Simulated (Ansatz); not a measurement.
# CH₄FN: taking an electron away

One table from this session's results is given with a row withheld; the runs are named, their logs left out.

The runs use Ansatz 0.2.0, Gaussian basis; unrestricted cation, the program's frozen cores in correlated methods.

Plan: UKS PBE-D4/def2-TZVPP; UKS r2SCAN-D4/def2-TZVPP; UKS PBE0-D4/def2-TZVPP; UKS B3LYP-D4/def2-TZVPP; UKS wB97X-V/def2-TZVPP; UKS wB97M-V/def2-TZVPP; UKS B2PLYP/def2-TZVPP; UHF-CCSD(T)/def2-TZVPP; UHF-MP2/def2-QZVPP; extrapolation to the limit; then −ε(HOMO) from the neutral's earlier runs with LDA (SPW92), PBE-D4, revPBE-D4, BLYP-D4, r2SCAN-D4, B97M-V, PBE0-D4, B3LYP-D4, r2SCANh-D4, r2SCAN0-D4, HSE06-D4, BHLYP-D4, CAM-B3LYP-D4, LC-ωPBE, ωB97X-V, ωB97M-V.

### Structure used throughout

An earlier PBE0-D4 in a triple-zeta def2 set relaxation fixed the geometry.

SMILES `NCF`, 7 atoms, charge 0, spin multiplicity 1.

Atoms are counted from 1 here; the program's logs count them from 0.

Bond lengths: N1–C2 1.402 Å, N1–H4 1.010 Å, N1–H5 1.010 Å, C2–F3 1.406 Å, C2–H6 1.092 Å, C2–H7 1.092 Å. Angles: C2–N1–H4 112.8°, C2–N1–H5 112.8°, H4–N1–H5 109.7°, N1–C2–F3 113.7°, N1–C2–H6 110.2°, N1–C2–H7 110.2°, F3–C2–H6 106.1°, F3–C2–H7 106.1°, H6–C2–H7 110.3°.

The first run:

Input file in.yaml:

```yaml
crystal:
  periodic: [false, false, false]
  atoms:
    - {symbol: N, position_ang: [-0.458625, -0.120829, -0.759838]}
    - {symbol: C, position_ang: [0.444156, -0.110176, 0.313172]}
    - {symbol: F, position_ang: [0.043149, 0.710136, 1.382030]}
    - {symbol: H, position_ang: [-1.364135, -0.489921, -0.506135]}
    - {symbol: H, position_ang: [-0.568682, 0.787490, -1.188073]}
    - {symbol: H, position_ang: [0.551367, -1.115049, 0.726415]}
    - {symbol: H, position_ang: [1.414072, 0.270348, -0.013170]}
basis:
  gaussian: {orbitals: def2-TZVPP}
total_charge: 1
magnetization: {spin_polarized: true, initial_magnetization: 1}
hamiltonian: {xc: pbe, dispersion: d4}
```

Launch:

```bash
$ ansatz run in.yaml --threads 2 --pin off --events-out ev --progress --plain --max-ram 4352MiB
```

Steps of the session up to this table: Cation, UKS PBE-D4/def2-TZVPP; Cation, UKS r2SCAN-D4/def2-TZVPP; Cation, UKS PBE0-D4/def2-TZVPP; Cation, UKS B3LYP-D4/def2-TZVPP; Cation, UKS wB97X-V/def2-TZVPP; Cation, UKS wB97M-V/def2-TZVPP; Cation, UKS B2PLYP (frozen core)/def2-TZVPP; Cation, UHF-CCSD(T)/def2-TZVPP; Cation, UHF-MP2/def2-QZVPP.

One of the session's tables, all rows but one given; the rest of the session is left out.

For comparison, −ε(HOMO) of the neutral from earlier runs:

```
  functional  −ε(HOMO) (eV)
 LDA (SPW92)           6.57
      PBE-D4           6.40
   revPBE-D4           6.34
     BLYP-D4           6.31
   r2SCAN-D4           6.74
      B97M-V           6.88
     PBE0-D4           7.96
    B3LYP-D4           7.72
  r2SCANh-D4           7.32
  r2SCAN0-D4           8.21
    HSE06-D4           7.55
    BHLYP-D4           9.47
CAM-B3LYP-D4           9.47
     LC-ωPBE          10.87
     ωB97X-V          10.49
     ωB97M-V              ?
```

**Question.** Estimate the row for ωB97M-V.

As computed: −ε(HOMO) (eV): 10.40. In the column «−ε(HOMO) (eV)» it lies between CAM-B3LYP-D4 (9.47) and ωB97X-V (10.49).
